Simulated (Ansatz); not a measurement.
C3H6N2O can be A, `N/C=C(\N)C=O`, or B, `C=N/C(O)=N\C`.

Computed with Ansatz on PBE0-D4/def2-TZVP structures; ΔE is electronic, products minus reactants. CBS: MP2 limit from def2 TZ/QZ plus the TZ coupled-cluster correction, frozen cores. Double bonds are as drawn, so ΔE can hold a change between cis and trans. Functionals use def2-TZVPP. B3LYP here is the variant with VWN-RPA as its local correlation; programs differ in this. Each species was taken in one conformer, which may not be the lowest.

A:

Z-matrix (Å, degrees):
```
N
C 1 1.337
H 1 1.001 2 122.0
H 1 1.007 2 117.7 3 174.5
C 2 1.357 1 123.9 3 -176.9
H 2 1.085 1 117.7 3 3.6
C 5 1.448 2 119.4 1 -179.7
N 5 1.428 2 118.3 1 0.5
O 7 1.215 5 126.6 2 -0.1
H 7 1.116 5 113.3 2 -180.0
H 8 1.012 5 112.3 2 121.6
H 8 1.012 5 112.4 2 -116.8
```

B:

```xyz
12

C     1.5649    1.5017   -0.3789
N     0.6220    0.8484    0.1562
C     0.0921   -0.2526   -0.5226
O     0.6293   -0.5051   -1.7376
N    -0.8257   -0.9977   -0.0852
C    -1.4193   -0.7587    1.2017
H     1.9979    1.2566   -1.3506
H     1.9671    2.3571    0.1622
H     0.1624   -1.2830   -2.0674
H    -1.0165    0.1160    1.7184
H    -2.4991   -0.6388    1.0759
H    -1.2751   -1.6440    1.8281
```

Question: Which isomer does CCSD(T)/CBS put lower? Give the gap. (Estimate.)

Answer: Computed: A, by 36.6 kJ/mol.

Question: Give E(B) − E(A) in kJ/mol with CCSD/def2-TZVPP, r2SCAN-D4, B2PLYP, MP2/def2-TZVPP, B3LYP-D4, PBE0-D4, PBE-D4. (An estimate is asked.)

Answer: Ansatz gave: CCSD/def2-TZVPP 30.9, r2SCAN-D4 51.5, B2PLYP 44.4, MP2/def2-TZVPP 41.0, B3LYP-D4 48.6, PBE0-D4 51.8, PBE-D4 54.3. None reverses the order clearly.

Largest T1 diagnostic: 0.016.
